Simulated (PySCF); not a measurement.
# SiH2S2 (SMILES S[Si]S) at HF/6-31G(d) (spherical functions)

Aim: a structure relaxation of SiH2S2. The job is set up through a Python script.

Program for the calculation: PySCF 2.14.0.

1 further run of the same task is left out (set aside as unsound or not needed).

### 1 Starting point

The species is SiH2S2 (5 atoms), meant as a singlet with charge 0. SMILES: `S[Si]S`. The shape is that of a PBE0-D4/def2-TZVP optimisation. This is one conformer, not always the lowest. The run starts from this shape.

Bond lengths: S1–Si2 2.140 Å, Si2–S3 2.145 Å, S1–H4 1.344 Å, S3–H5 1.346 Å. Angles: S1–Si2–S3 98.2°, Si2–S1–H4 94.8°, Si2–S3–H5 101.2°.

### 2 A geometry optimisation at HF/6-31G(d) (spherical functions)

Contents of input.py:

```python
# S[Si]S
from pyscf import gto
from pyscf.geomopt.geometric_solver import kernel as optimise

system = gto.Mole()
system.atom = [
    ('S', (-0.640700, -1.023800, -0.541200)),
    ('Si', (-0.655200, 0.968900, 0.237800)),
    ('S', (1.426500, 1.117300, 0.734200)),
    ('H', (-1.954700, -1.042200, -0.825100)),
    ('H', (1.874100, -0.093900, 0.352900)),
]
system.max_memory = 1860
system.basis = '6-31g*'
system.verbose = 3
system.build()

mf = system.RHF()
mf.conv_tol = 1e-10
converged, mol_eq = optimise(mf, maxsteps=60, convergence_set='GAU_TIGHT')
print('converged:', converged)
print(mol_eq.tostring())

mf.reset(mol_eq)
system = mol_eq
mf.kernel()
if not mf.converged:
    mf = mf.newton().run(mf.mo_coeff, mf.mo_occ)
etot = mf.e_tot
print('E(%s) = %.9f' % ('HF', etot))
```

Launch:

```
OMP_NUM_THREADS=1 python input.py
```

Output:

```text
convergence_set           GAU_TIGHT
maxiter                   60
----------------------------------------------------------
Custom engine selected.
Bonds will be generated from interatomic distances less than 1.20 times sum of covalent radii
15 internal coordinates being used (instead of 15 Cartesians)
Internal coordinate system (atoms numbered from 1):
Distance 1-2
Distance 1-4
Distance 2-3
Distance 3-5
Angle 2-1-4
Angle 1-2-3
Angle 2-3-5
Dihedral 4-1-2-3
Dihedral 1-2-3-5
Translation-X 1-5
Translation-Y 1-5
Translation-Z 1-5
Rotation-A 1-5
Rotation-B 1-5
Rotation-C 1-5
> ===== Optimization Info: ====
> Job type: Energy minimization
> Maximum number of optimization cycles: 60
> Initial / maximum trust radius (Angstrom): 0.100 / 0.300
> Convergence Criteria:
> Will converge when all 5 criteria are reached:
>  |Delta-E| < 1.00e-06
>  RMS-Grad  < 1.00e-05
>  Max-Grad  < 1.50e-05
>  RMS-Disp  < 4.00e-05
>  Max-Disp  < 6.00e-05
> === End Optimization Info ===

Geometry optimization cycle 1
Cartesian coordinates (Angstrom)
 Atom        New coordinates             dX        dY        dZ
   S  -0.640700  -1.023800  -0.541200    0.000000  0.000000  0.000000
  Si  -0.655200   0.968900   0.237800    0.000000  0.000000 -0.000000
   S   1.426500   1.117300   0.734200    0.000000  0.000000  0.000000
   H  -1.954700  -1.042200  -0.825100    0.000000  0.000000  0.000000
   H   1.874100  -0.093900   0.352900    0.000000  0.000000  0.000000

WARN: Mole.unit (angstrom) is changed to Bohr

converged SCF energy = -1085.12312416382
[... 9 lines left out ...]
Step    0 : Gradient = 1.010e-02/1.426e-02 (rms/max) Energy = -1085.1231241638
[... 10 lines left out ...]
converged SCF energy = -1085.12389546913
[... 20 lines left out ...]
converged SCF energy = -1085.12397802146
[... 20 lines left out ...]
converged SCF energy = -1085.12398008691
[... 20 lines left out ...]
converged SCF energy = -1085.12398020657
[... 20 lines left out ...]
converged SCF energy = -1085.12398021133
[... 2 lines left out ...]
0 S    -0.0000014958     0.0000040253     0.0000012635
1 Si    -0.0000021400    -0.0000024981    -0.0000014336
2 S     0.0000024564    -0.0000016572    -0.0000001301
3 H     0.0000014132    -0.0000010453    -0.0000001103
4 H    -0.0000002338     0.0000011753     0.0000004105
----------------------------------------------
cycle 6: E = -1085.12398021  dE = -4.75416e-09  norm(grad) = 6.81299e-06
Step    5 : Displace = 5.377e-05/8.047e-05 (rms/max) Trust = 2.828e-01 (+) Grad = 3.047e-06/4.476e-06 (rms/max) E (change) = -1085.1239802113 (-4.754e-09) Quality = 1.075
Hessian Eigenvalues: 2.30000e-02 2.30000e-02 4.99986e-02 ... 2.59323e-01 3.16663e-01 3.33944e-01

Geometry optimization cycle 7
Cartesian coordinates (Angstrom)
 Atom        New coordinates             dX        dY        dZ
   S  -0.689463  -1.025824  -0.552344   -0.000001 -0.000014 -0.000006
  Si  -0.648595   0.973617   0.241055    0.000006 -0.000005 -0.000000
   S   1.439595   1.114241   0.735719   -0.000002  0.000004  0.000001
   H  -1.984637  -1.068860  -0.841810   -0.000005  0.000011  0.000003
   H   1.933100  -0.066874   0.375981    0.000002  0.000004  0.000002
converged SCF energy = -1085.12398021144
--------------- RHF_Scanner gradients ---------------
         x                y                z
0 S    -0.0000002862     0.0000004848     0.0000001327
1 Si    -0.0000005678    -0.0000004911    -0.0000003087
2 S     0.0000007510    -0.0000000601     0.0000001300
3 H     0.0000003663    -0.0000000264     0.0000000630
4 H    -0.0000002634     0.0000000927    -0.0000000171
----------------------------------------------
cycle 7: E = -1085.12398021  dE = -1.05956e-10  norm(grad) = 1.33979e-06
Step    6 : Displace = 9.982e-06/1.547e-05 (rms/max) Trust = 3.000e-01 (+) Grad = 5.992e-07/8.117e-07 (rms/max) E (change) = -1085.1239802114 (-1.060e-10) Quality = 1.244
Hessian Eigenvalues: 2.30000e-02 2.30000e-02 4.99986e-02 ... 2.59323e-01 3.16663e-01 3.33944e-01
Converged! =D

converged: True
S          -0.68946309       -1.02582387       -0.55234388
Si         -0.64859482        0.97361665        0.24105471
S           1.43959480        1.11424077        0.73571854
H          -1.98463729       -1.06885964       -0.84181047
H           1.93310040       -0.06687391        0.37598109
converged SCF energy = -1085.12398021143
E(HF) = -1085.123980211
```

Wall time 30 s (1 thread of Arm Neoverse V1, shared host); peak memory 0.14 GiB.

Steps, from the record of the run:

```tsv
step	energy from the first frame kept (eV)	largest force (eV/Å)
0	0.0000	0.7332
1	-0.0210	0.1754
2	-0.0232	0.0285
3	-0.0233	0.0093
4	-0.0233	0.0020
5	-0.0233	0.0002
6	-0.0233	0.0000
```

After the run. Bond lengths: S1–Si2 2.151 Å, Si2–S3 2.151 Å, S1–H4 1.328 Å, S3–H5 1.330 Å. Angles: S1–Si2–S3 99.4°, Si2–S1–H4 97.4°, Si2–S3–H5 103.9°.

### 3 Results

At HF/6-31G* (spherical functions):

| quantity | value |
| --- | --- |
| total energy at the end | -1085.12398 Eh |
| dipole moment | 1.42 D |
| HOMO energy | -9.55 eV |
| LUMO energy | 0.71 eV |
| HOMO–LUMO gap | 10.26 eV |

What this shows: At the final geometry: Bond lengths: S1–Si2 2.151 Å, Si2–S3 2.151 Å, S1–H4 1.328 Å, S3–H5 1.330 Å. Angles: S1–Si2–S3 99.4°, Si2–S1–H4 97.4°, Si2–S3–H5 103.9°. The optimisation took 6 steps and changed the energy by -0.023 eV.
